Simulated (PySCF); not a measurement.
Job for PySCF: U-HF/6-31G* on ethanol (SMILES CCO), a point of a bond scan (R = 1.475 Å).

```python
from pyscf import gto, scf, dft, mp
from pyscf.data.elements import chemcore

mol = gto.M(
    atom='''
    C    -1.19870807    0.14199361    0.26380614
    C     0.06293393   -0.42920547   -0.36086495
    O     1.23309882    0.30528049   -0.01232627
    H    -2.38737722   -0.61051725   -0.17960170
    H    -1.32566606    1.18860747   -0.01689310
    H    -1.15705007    0.08293868    1.35507193
    H     0.17648705   -1.48647846   -0.08961519
    H     0.00552725   -0.37720409   -1.44899282
    H     1.32975984    0.28858550    0.94603633
    ''',
    basis='6-31g*',
    cart=True,
    charge=0, spin=0, verbose=3, max_memory=1800)
mf = scf.UHF(mol)
mf.conv_tol = 1e-8
mf.max_cycle = 100
mf.init_guess_breaksym = True
mf.kernel()
if not mf.converged:
    mf = mf.newton().run(mf.mo_coeff, mf.mo_occ)
for _ in range(4):
    mo, _, stable, _ = mf.stability(return_status=True)
    if stable:
        break
    mf.kernel(mf.make_rdm1(mo, mf.mo_occ))
```

It printed:

```
converged SCF energy = -154.022036755873  <S^2> = 3.1997338e-10  2S+1 = 1
<class 'pyscf.scf.uhf.UHF'> wavefunction is stable in the internal stability analysis
```

Self-consistency was reached.

Cost: around 1.4 core-seconds (rough).
